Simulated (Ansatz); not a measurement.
**CF (quartet): RPA-PBE over vertical spin and charge gaps, cc-pVTZ**

How well do these functionals follow the top wave-function level for CF (quartet) over vertical spin and charge gaps?

Program: Ansatz 0.2.0, Gaussian basis. Level of theory: cc-pVTZ, all electrons in the functionals, frozen cores in the correlation of double hybrids and RPA. These are calculated values, not measurements.

The runs, in order: RPA-PBE, at charge 0, quartet; charge 0, doublet; charge 0, sextet; charge 1, triplet; charge 1, quintet.

5 further runs of the same task are left out: 5 set aside as unsound or not needed.

## (1) The geometry

The geometry is a PBE0/def2-TZVP stationary point (not a proven minimum).

2 atoms, charge 0, spin multiplicity 4.

Atoms are counted from 1 here; the program's logs count them from 0.

Bond lengths: C1–F2 1.316 Å.

No dispersion term is added.

The geometry shown and the zero of energy belong to the point charge 0, quartet. The yardstick, UCCSDT(Q), and other wave-function levels (R restricted, U unrestricted, valence and pair active spaces) come from earlier runs.

## (2) RPA-PBE, charge 0, quartet

in.yaml reads:

```yaml
crystal:
  periodic: [false, false, false]
  atoms:
    - {symbol: C, position_ang: [0.000000, 0.000000, 0.000000]}
    - {symbol: F, position_ang: [0.000000, 0.000000, 1.315900]}
basis:
  gaussian: {orbitals: cc-pVTZ}
magnetization: {spin_polarized: true, initial_magnetization: 3}
hamiltonian: {xc: {name: PBE}}
correlation: {method: rpa, electrons: outside_noble_gas}
```

On the command line:

```console
$ ansatz run in.yaml --threads 1 --pin off --events-out ev --progress --plain --max-ram 3968MiB --backend cpu
```

The runs that follow: RPA-PBE, charge 0, doublet; RPA-PBE, charge 0, sextet; RPA-PBE, charge 1, triplet; RPA-PBE, charge 1, quintet.

**Question.** What will the summary of the whole plan be? Wanted: quartet to doublet, UCCSDT(Q); quartet to sextet, UCCSDT(Q); ionisation to the triplet cation, UCCSDT(Q); ionisation to the quintet cation, UCCSDT(Q); largest miss, RPA-PBE.

As calculated:

| quantity | value |
| --- | --- |
| quartet to doublet, UCCSDT(Q) | -336.8 kJ/mol |
| quartet to sextet, UCCSDT(Q) | 1292.6 kJ/mol |
| ionisation to the triplet cation, UCCSDT(Q) | 1011.6 kJ/mol |
| ionisation to the quintet cation, UCCSDT(Q) | 1635.7 kJ/mol |
| largest miss, RPA-PBE | -24.6 kJ/mol (quartet to doublet) |

In words: RPA-PBE strays by up to 24.6 kJ/mol, at quartet to doublet. Functionals and the yardstick converge differently with the basis, so part of each miss in cc-pVTZ is the basis.
